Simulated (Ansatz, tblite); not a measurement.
# BBr3: spin states and exact exchange

Is the singlet the ground state of BBr3? Other spin states are computed and compared level by level.

Computed with Ansatz 0.2.0, Gaussian basis. Level: as each input shows.

Levels to be run: triplet, at the geometry of the singlet (GFN1-xTB, GFN2-xTB, PBE0-D4/def2-TZVP, PBE-D4/def2-TZVP, r2SCAN-D4/def2-TZVP); the singlet's energies come from earlier runs.

### Step 1. The geometry

The geometry is that of the singlet, from an earlier relaxation (PBE0-D4/def2-SVP).

4 atoms, charge 0, spin multiplicity 1.

Bond lengths: B1–Br2 1.899 Å, B1–Br3 1.899 Å, B1–Br4 1.899 Å. Angles: Br2–B1–Br3 120.0°, Br2–B1–Br4 120.0°, Br3–B1–Br4 120.0°.

As a file:

```mol
BBr3
  3D, bonds by distance, orders not assigned

  4  3  0  0  0  0  0  0  0  0999 V2000
   -0.0000    0.0000    0.0015 B   0  0
    1.8988   -0.0276    0.0138 Br  0  0
   -0.9254    1.6582   -0.0164 Br  0  0
   -0.9734   -1.6306    0.0011 Br  0  0
  1  2  8  0
  1  3  8  0
  1  4  8  0
M  END
```

### Step 2. Triplet at the fixed geometry, GFN1-xTB

Tight binding, by tblite at 300 K electronic temperature and without a spin-polarisation term:

```python
tblite.interface.Calculator('GFN1-xTB', numbers, positions, charge=0, uhf=2).singlepoint()
```

Energy -352.7180 eV; 0.006 s.

### Step 3. Triplet at the fixed geometry, GFN2-xTB

Tight binding, by tblite at 300 K electronic temperature and without a spin-polarisation term:

```python
tblite.interface.Calculator('GFN2-xTB', numbers, positions, charge=0, uhf=2).singlepoint()
```

Energy -364.9521 eV; 0.011 s.

### Step 4. Triplet at the fixed geometry, PBE0-D4/def2-TZVP

The input, in.yaml:

```yaml
crystal:
  periodic: [false, false, false]
  atoms:
    - {symbol: B, position_ang: [-0.000017, 0.000009, 0.001485]}
    - {symbol: Br, position_ang: [1.898831, -0.027600, 0.013840]}
    - {symbol: Br, position_ang: [-0.925420, 1.658216, -0.016440]}
    - {symbol: Br, position_ang: [-0.973395, -1.630615, 0.001115]}
basis:
  gaussian: {orbitals: def2-TZVP}
magnetization: {spin_polarized: true, initial_magnetization: 2}
hamiltonian: {xc: pbe0, dispersion: d4}
scf: {omitted_lower_state_checks: [starts]}
output: {orbitals: {seedname: orbitals}}
```

On the command line:

```
> ansatz run in.yaml --threads 2 --pin off --events-out ev --progress --plain --max-ram 4352MiB
```

The program printed:

```text
Functional definition: PBE0
  name "PBE0"
  cite "Adamo & Barone, J. Chem. Phys. 110, 6158 (1999) doi:10.1063/1.478522"
  cite "Perdew, Burke & Ernzerhof, Phys. Rev. Lett. 77, 3865 (1996) doi:10.1103/PhysRevLett.77.3865"
  parent pbe
  parameter a = 0.25
  parameter kappa = 0.804
  parameter beta = 0.06672455060314922
  exchange = (1 - a)*pbe_x(kappa = kappa, mu = beta*pi^2/3) + a*exact_x
  correlation = pbe_c(beta = beta)
these checks for a lower state are left out or cut short: starts
1189 factors; integrals over basis functions are off by at most 4.6e-4 eV
mean field evaluation 1: about -210786.8573 eV, gradient 1.8e1 eV
mean field evaluation 2: about -210785.1225 eV, gradient 2.5e1 eV
mean field evaluation 4: about -210788.5335 eV, gradient 5.1e-1 eV
mean field evaluation 8: about -210788.6413 eV, gradient 7.9e-2 eV
mean field evaluation 16: about -210788.6413 eV, gradient 9.1e-5 eV
mean field -210788.64132206 eV, -7746.3396909128 hartree, gradient 5.9e-6 eV, S^2 2.009518; 0 other end points of the search recorded, 0 dependent functions left out
reference -210788.64134789 eV, -7746.3396918622 hartree; 56, 54 occupied and 119, 121 virtual orbitals, 1189 factors
Total energy: -210788.78654620 eV, -7746.3450278017 hartree
Checks for a lower state left out: starts
```

Wall time 11 s (2 threads of Intel Xeon Platinum 8488C, shared host); peak memory 0.76 GiB.

Report: HOMO -3.96 eV, LUMO -6.78 eV (over both spins; with the spin held, an empty level of the minority spin lies below the top filled one); ⟨S²⟩ 2.010 (pure: 2.00).

### Step 5. Triplet at the fixed geometry, PBE-D4/def2-TZVP

start.molden holds the orbitals of an earlier run on this state, given as this run's starting guess.

Changes to in.yaml since step 4:

```diff
@@ -8,5 +8,5 @@
 basis:
-  gaussian: {orbitals: def2-TZVP}
+  gaussian: {orbitals: def2-TZVP, initial_orbitals: start.molden}
 magnetization: {spin_polarized: true, initial_magnetization: 2}
-hamiltonian: {xc: pbe0, dispersion: d4}
+hamiltonian: {xc: pbe, dispersion: d4}
 scf: {omitted_lower_state_checks: [starts]}
```

Same command.

The program printed:

```text
Functional definition: PBE
  name "PBE"
  cite "Perdew, Burke & Ernzerhof, Phys. Rev. Lett. 77, 3865 (1996) doi:10.1103/PhysRevLett.77.3865"
  parent pbe
  parameter kappa = 0.804
  parameter beta = 0.06672455060314922
  exchange = pbe_x(kappa = kappa, mu = beta*pi^2/3)
  correlation = pbe_c(beta = beta)
these checks for a lower state are left out or cut short: starts
1297 factors; their error is unknown
mean field evaluation 1: about -210781.5594 eV, gradient 1.0e1 eV
mean field evaluation 2: about -210781.6646 eV, gradient 1.4e-1 eV
mean field evaluation 4: about -210781.5986 eV, gradient 4.7e-4 eV
mean field -210781.59859304 eV, -7746.0808753952 hartree, gradient 2.3e-5 eV, S^2 2.004755; 0 other end points of the search recorded, 0 dependent functions left out
reference -210781.59862761 eV, -7746.0808766658 hartree; 56, 54 occupied and 119, 121 virtual orbitals, 1297 factors
Total energy: -210781.76887842 eV, -7746.0871332676 hartree
Checks for a lower state left out: starts
```

Wall time 4.3 s (2 threads of Intel Xeon Platinum 8488C, shared host).

From the report: HOMO -2.85 eV, LUMO -7.13 eV (over both spins; with the spin held, an empty level of the minority spin lies below the top filled one); ⟨S²⟩ 2.005 (pure: 2.00).

### Step 6. Triplet at the fixed geometry, r2SCAN-D4/def2-TZVP

Changes to in.yaml since step 5:

```diff
@@ -10,3 +10,3 @@
 magnetization: {spin_polarized: true, initial_magnetization: 2}
-hamiltonian: {xc: pbe, dispersion: d4}
+hamiltonian: {xc: r2scan, dispersion: d4}
 scf: {omitted_lower_state_checks: [starts]}
```

Same command.

The program printed:

```text
Functional definition: r2SCAN
  name "r2SCAN"
  cite "Furness, Kaplan, Ning, Perdew & Sun, J. Phys. Chem. Lett. 11, 8208 (2020) doi:10.1021/acs.jpclett.0c02405"
  cite "Furness, Kaplan, Ning, Perdew & Sun, J. Phys. Chem. Lett. 11, 9248 (2020) doi:10.1021/acs.jpclett.0c03077"
  parent r2scan
  parameter k0 = 0.174
  parameter k1 = 0.065
  parameter a1 = 4.9479
  exchange = r2scan_x(k0 = k0, k1 = k1, a1 = a1)
  correlation = r2scan_c
these checks for a lower state are left out or cut short: starts
1297 factors; their error is unknown
mean field evaluation 1: about -210812.4718 eV, gradient 7.8e0 eV
mean field evaluation 2: about -210812.5261 eV, gradient 8.4e-2 eV
mean field evaluation 4: about -210812.4547 eV, gradient 1.1e-4 eV
mean field -210812.45469424 eV, -7747.2148161994 hartree, gradient 2.1e-5 eV, S^2 2.010758; 0 other end points of the search recorded, 0 dependent functions left out
reference -210812.45470593 eV, -7747.2148166290 hartree; 56, 54 occupied and 119, 121 virtual orbitals, 1297 factors
Total energy: -210812.48871432 eV, -7747.2160664142 hartree
Checks for a lower state left out: starts
```

Run time: 10 s. Hardware: 2 threads of Intel Xeon Platinum 8488C, shared host.

Report: HOMO -3.19 eV, LUMO -7.33 eV (over both spins; with the spin held, an empty level of the minority spin lies below the top filled one); ⟨S²⟩ 2.011 (pure: 2.00).

### Step 7. Triplet less singlet, vertical

The singlet's energies are those of its earlier runs, whose logs aren't repeated here.

```csv
level,"triplet less singlet, vertical (kcal/mol)",time
GFN1-xTB,+105.1,0.012 s
GFN2-xTB,+99.4,0.017 s
PBE-D4/def2-TZVP,+94.9,7 s
r2SCAN-D4/def2-TZVP,+98.0,16 s
PBE0-D4/def2-TZVP,+102.7,18 s
```

Times add the two runs; a level without a time comes out of a correlated run. Tight binding without a spin term can't rank spin states.

### Step 8. Summary of results

```
                                                quantity                                        value
triplet less singlet, vertical, functionals in def2-TZVP  +94.9 (PBE-D4) to +102.7 kcal/mol (PBE0-D4)
```

All functionals put the triplet above the singlet, over a spread of 7.8 kcal/mol. The checks for a lower triplet were left out, so another state of that spin may lie lower. These are electronic energies, without zero-point motion, entropy or surroundings.
